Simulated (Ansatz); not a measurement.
# HF/def2-TZVP run of SF2 (sulfur difluoride)

What is the vertical ionisation energy of SF2 (sulfur difluoride) at HF/def2-TZVP? 

The results are computed with Ansatz 0.2.0.

42 further runs of the same task are left out: 42 set aside as unsound or not needed.

## Step 1: Starting point

SF2: 3 atoms, total charge 0, spin state singlet. SMILES: `FSF`. The coordinates come from a PBE0-D4/def2-TZVP relaxation.

Bond lengths: F1–S2 1.590 Å, S2–F3 1.590 Å. Angles: F1–S2–F3 98.6°.

## Step 2: A single-point energy at HF/def2-TZVP

The input, in.yaml:

```yaml
basis:
  gaussian:
    orbitals: def2-TZVP
crystal:
  periodic: [false, false, false]
  atoms:
    - symbol: F
      position_ang: [0.440140, 1.116450, 0.365400]
    - symbol: S
      position_ang: [-0.601990, 0.126530, -0.315250]
    - symbol: F
      position_ang: [0.161840, -1.242970, -0.050150]
hamiltonian:
  xc: hf
accuracy: high
output: {orbitals: {seedname: orbitals}}
```

Started as:

```console
ansatz run in.yaml --threads 1 --pin off --max-ram 3480MiB --events-out events.jsonl --progress --plain --runs-dir runs
```

Standard output:

```text
Warning: RAYON_NUM_THREADS=1 ignored (pool sized by the plan → 1); use --threads N
Functional definition: HF
  name "HF"
  exchange = exact_x
  correlation = 0
1532 factors; integrals over basis functions are off by at most 3.3e-9 eV
mean field evaluation 1: about -16228.3513 eV, gradient 3.1e1 eV
mean field evaluation 2: about -16228.4818 eV, gradient 3.2e1 eV
mean field evaluation 4: about -16230.1986 eV, gradient 2.9e0 eV
mean field evaluation 8: about -16230.2209 eV, gradient 1.4e-1 eV
mean field evaluation 16: about -16230.2210 eV, gradient 3.2e-8 eV
mean field -16230.22097996 eV, -596.4496197748 hartree, gradient 3.2e-8 eV, S^2 0.000000; 0 other end points of the search recorded, 0 dependent functions left out
reference -16230.22097996 eV, -596.4496197748 hartree; 17, 17 occupied and 82, 82 virtual orbitals, 1532 factors
Total energy: -16230.22097996 eV, -596.4496197748 hartree
```

Wall time 2.2 s (1 thread of Arm Neoverse V1, shared host); peak memory 0.21 GiB.

## Step 3: The doublet cation at the same level

The input, in.yaml:

```yaml
crystal:
  periodic: [false, false, false]
  atoms:
    - symbol: F
      position_ang: [0.440140, 1.116450, 0.365400]
    - symbol: S
      position_ang: [-0.601990, 0.126530, -0.315250]
    - symbol: F
      position_ang: [0.161840, -1.242970, -0.050150]
basis:
  gaussian: {orbitals: def2-TZVP}
total_charge: 1
magnetization: {spin_polarized: true, initial_magnetization: 1}
accuracy: high
hamiltonian: {xc: hf}
output: {orbitals: {seedname: orbitals}}
```

Started as:

```console
ansatz run in.yaml --threads 1 --pin off --max-ram 3480MiB --events-out events.jsonl --progress --plain --runs-dir runs
```

Standard output:

```text
Warning: RAYON_NUM_THREADS=1 ignored (pool sized by the plan → 1); use --threads N
Functional definition: HF
  name "HF"
  exchange = exact_x
  correlation = 0
1532 factors; integrals over basis functions are off by at most 3.3e-9 eV
mean field evaluation 1: about -16214.0403 eV, gradient 4.5e1 eV
mean field evaluation 2: about -16214.0486 eV, gradient 4.5e1 eV
mean field evaluation 4: about -16220.5256 eV, gradient 2.8e0 eV
mean field evaluation 8: about -16220.6312 eV, gradient 1.6e-1 eV
mean field -16220.63163759 eV, -596.0972179423 hartree, gradient 3.5e-8 eV, S^2 0.774318; 0 other end points of the search recorded, 0 dependent functions left out
reference -16220.63163759 eV, -596.0972179423 hartree; 17, 16 occupied and 82, 83 virtual orbitals, 1532 factors
Total energy: -16220.63163759 eV, -596.0972179423 hartree
```

Wall time 3.3 s (1 thread of Arm Neoverse V1, shared host); peak memory 0.25 GiB.

## Step 4: Summary of results

At HF/def2-TZVP:

```
                                          quantity          value
                         singlet SF2: total energy  -596.44962 Eh
                          singlet SF2: HOMO energy      -10.78 eV
                          singlet SF2: LUMO energy        2.48 eV
                        singlet SF2: HOMO–LUMO gap       13.26 eV
                      doublet cation: total energy  -596.09722 Eh
doublet cation: HOMO energy (highest over α and β)      -22.08 eV
 doublet cation: LUMO energy (lowest over α and β)       -8.49 eV
                              doublet cation: ⟨S²⟩          0.774
vertical ionisation energy (to the doublet cation)       9.589 eV
```

What this shows: The vertical ionisation energy comes to 9.59 eV (925 kJ/mol). The negative HOMO energy of the first species, 10.78 eV, lies 1.19 eV above that difference.
